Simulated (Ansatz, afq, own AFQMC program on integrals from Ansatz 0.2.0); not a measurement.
**C$_{2}$, triplet → C2⁺, quartet**

```yaml
atoms:
  - { symbol: C, position_ang: [0.0000, 0.0000, 0.0000] }
  - { symbol: C, position_ang: [0.0000, 0.0000, 1.3014] }
```

E(quartet, charge +1) − E(triplet, charge +0) at this geometry, on UHF and UHF determinants.

Basis 6-31G. Only valence electrons are correlated. AFQMC by an in-house program on the Cholesky factors that Ansatz 0.2.0 writes for its CCSD(T) run. ph-AFQMC/CISD is guided by a CISD state made of CCSD amplitudes; releasing the constraint for a short imaginary time cuts its bias at the price of noise, slowly where states lie close. Uncertainties: one standard error, sampling alone. The errors of all members are added in quadrature.

Full CI on the same integrals is exact in this basis and with this determinant's frozen core.

Errors are counted within 6-31G, not against nature.

Cautions: C₂ (triplet): lower spins were not checked, an unrestricted solution with more broken spin lies lower, CCSD(T) is in doubt: in a space of 8 electrons in 9 natural orbitals full CI lies 81 meV below it, the CCSDT(Q) amplitudes may be one of several solutions (largest double 0.16), the CCSDTQ amplitudes may be one of several solutions (largest double 0.17), the released energies are still falling, so no released level is given (meV from the phaseless value at times in 1/Eh: -17 ± 3 at 0.24, -31 ± 6 at 0.51, -44 ± 3 at 0.99, -57.0 ± 2.4 at 1.62, -207 ± 136 at 2.40), its ph-AFQMC/CISD value lies 80 ± 4 meV above full CI; C₂⁺ (quartet): an unrestricted solution with more broken spin lies lower, the CCSD(T) amplitudes may be one of several solutions (largest double 0.17), the released energies are still falling, so no released level is given (meV from the phaseless value at times in 1/Eh: -9.9 ± 2.4 at 0.24, -22.1 ± 1.8 at 0.51, -39 ± 5 at 0.99, -44 ± 3 at 1.62, -140 ± 94 at 2.40), its ph-AFQMC/CISD value lies 57 ± 4 meV above full CI.

Reference (full CI): 260.7 kcal/mol.

| level | vertical ionization energy (kcal/mol) | error against FCI (kcal/mol) |
| --- | --- | --- |
| HF | 243.1 | -17.6 |
| MP2 | 268.1 | 7.4 |
| CCSD | 259.0 | -1.7 |
| CCSD(T) | 260.4 | -0.3 |
| ph-AFQMC/CISD | 260.2 ± 0.1 | -0.5 ± 0.1 |

Correlation beyond CCSD(T) adds 0.3 kcal/mol. The perturbative (T) step is worth +1.4 kcal/mol. Where the cautions show a poor determinant, the low rows tell how each method copes with it, not its usual error.

A walk keeps the symmetry of its determinant, which the program's search chose and which needn't be the lowest solution, so a lower state of the same spin and another symmetry isn't excluded.
